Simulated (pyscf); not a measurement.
Four-centre exchange: `[CH3][InH2]` + `[SH2]` → `[CH3][InH2]` + `[SH2]`

Gas phase, singlet surface, charge 0. Bonds broken: In2–H9, H6–S8. Bonds formed: In2–H6, S8–H9. Optimised with ωB97X-D3(BJ)/def2-SVP in PySCF. MP2 and CC: frozen core, UHF for open shells. ΔMP2 is the change of the MP2 total energy from the triple- to the quadruple-zeta basis.

Transition state (Å):

```xyz
10

C      1.5741    -1.4944     0.7061
In     0.8490     0.3976     1.3630
H      0.8310    -2.2655     0.9613
H      1.6844    -1.4698    -0.3889
H      2.5389    -1.7543     1.1629
H     -0.4202     1.4862    -0.9911
H      1.3153     1.6559     2.4154
S     -1.2937     0.9221     0.2864
H     -2.0119     0.0260     1.4663
H     -1.3919    -0.1974    -0.4425
```

One imaginary mode, 861i cm⁻¹; descent along it reached the two sides named, in the forms told below.

| bond | change | reactant side (Å) | saddle | product side |
|---|---|---|---|---|
| In2–H9 | breaks | 1.737 | 2.9 | 3.2 |
| H6–S8 | breaks | 1.347 | 1.647 | 3.4 |
| In2–H6 | forms | 3.2 | 2.9 | 1.737 |
| S8–H9 | forms | 3.4 | 1.647 | 1.347 |

Electronic energies relative to the separated reactants (kcal/mol):

```
level                             barrier  reaction energy  reverse barrier
--------------------------------  -------  ---------------  ---------------
ωB97X-D3(BJ)/def2-TZVP               51.6              0.0             51.6
PBE/def2-TZVP                        45.2              0.0             45.2
r²SCAN/def2-TZVP                     47.7              0.0             47.7
B3LYP-D3(BJ)/def2-TZVP               50.2              0.0             50.2
PBE0-D3(BJ)/def2-TZVP                48.4              0.0             48.4
M06-2X/def2-TZVP                     53.4              0.0             53.4
ωB97M-D3(BJ)/def2-TZVP               56.0              0.0             56.0
HF/def2-TZVP                         71.8              0.0             71.8
MP2/def2-QZVPP                       53.2              0.0             53.2
CCSD/def2-TZVPP                      58.9              0.0             58.9
CCSD(T)/def2-TZVPP                   55.9              0.0             55.9
CCSD(T)/def2-TZVPP + ΔMP2(QZVPP)     53.8              0.0             53.8
```

With CCSD(T)/def2-TZVPP + ΔMP2(QZVPP) energies and thermal terms (ideal gas, 1 atm, RRHO with modes under 100 cm⁻¹ raised to 100, one conformer, R ln 2 for chiral ones without a mode under 150 cm⁻¹), in kcal/mol:

```csv
T (K),ΔH‡,ΔG‡,ΔH,ΔG
298,53.6,64.7,0.0,0.0
600,53.7,76.0,0.0,0.0
900,54.4,87.0,0.0,0.0
1200,55.1,97.7,0.0,0.0
```

On the reactant side the descent ends in an adduct with a In–S contact, 12.6 kcal/mol under the separated species and 64.1 kcal/mol under the saddle at ωB97X-D3(BJ)/def2-TZVP. On the product side the descent ends in an adduct with a In–S contact, 12.6 kcal/mol under the separated species and 64.1 kcal/mol under the saddle at ωB97X-D3(BJ)/def2-TZVP. The same reactants have a lower exit, to H₃C–InH–SH + H₂ (barrier +9.6 kcal/mol at ωB97M-D3(BJ)/def2-TZVP, against +56.0 kcal/mol here). This is the saddle that the search found; another between the same sides may lie lower. The CCSD(T) − MP2 part came from Ansatz, without density fitting, on the same reference. The frozen core leaves the outer d or s,p core shells of the metals and heavy elements correlated in the MP2 and CC values, and def2-TZVPP describes them poorly, which can shift differences by a few kcal/mol. Elements past Kr carry the def2 core potentials, without spin-orbit coupling.
